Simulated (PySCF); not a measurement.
Run record: geometry optimisation, `c1cc[pH]c1`.

Method: CAM-B3LYP/def2-SVP geometry optimisation, gas phase (PySCF 2.14.0). Start geometry: GFN2-xTB. A driver script takes a list of jobs; this job's settings line and coordinates (Å) are shown.

Input:
```
{"job": {"xc": "CAM-B3LYP", "basis": "def2-SVP", "grid": 1, "kind": "geom"}, "charge": 0, "multiplicity": 1}
C     -0.368879    -1.056382     0.266235
C      0.974256    -0.614711     0.002178
C      1.056085     0.660920    -0.420090
P     -0.582692     1.367777    -0.682078
C     -1.306145    -0.115580     0.045633
H     -0.577722    -2.049475     0.632270
H      1.824677    -1.259871     0.158803
H      1.965663     1.175946    -0.678103
H     -0.609709     2.144334     0.477205
H     -2.366650    -0.248305     0.175421
```

Output:
```
step   0  E = -496.43141842  max force = 0.011134
step   1  E = -496.43362131  max force = 0.003215
step   2  E = -496.43368949  max force = 0.001337
step   3  E = -496.43369964  max force = 0.001333
step   4  E = -496.43371027  max force = 0.000739
step   5  E = -496.43371270  max force = 0.000249
optimisation converged
```

Energies in Eh; «max force» is the largest Cartesian gradient component in Eh/bohr.

Q: How much energy does the optimisation release, in kJ/mol?

A: E(step 0) − E(last step) = 0.002294 Eh, which is 6.0 kJ/mol.

Q: Give the first gradient maximum in eV/Å.

A: With 1 Eh/bohr = 51.422 eV/Å, 0.573 eV/Å.

In short: final energy -496.43371 Eh after 5 steps; dipole 0.74 D.

Q: Give the final coordinates.

A: 0.060 Å rms from the input after alignment:
```
atom  x, y, z in Å
C1    -0.3613   -1.0289    0.2806
C2     1.0020   -0.5874    0.0060
C3     1.0987    0.7058   -0.3735
P4    -0.5499    1.4138   -0.6089
C5    -1.2973   -0.0694    0.1096
H6    -0.5879   -2.0504    0.5962
H7     1.8596   -1.2578    0.1041
H8     2.0309    1.2111   -0.6287
H9    -0.6192    2.3144    0.4924
H10   -2.3684   -0.2129    0.2566
```

Hardware: one thread, AMD EPYC 9R45 (x86_64), on a shared host. Cost: 14 s wall, 0.47 GiB resident at most.
Labels such as C1 count atoms from 1, the log's own numbers from 0.
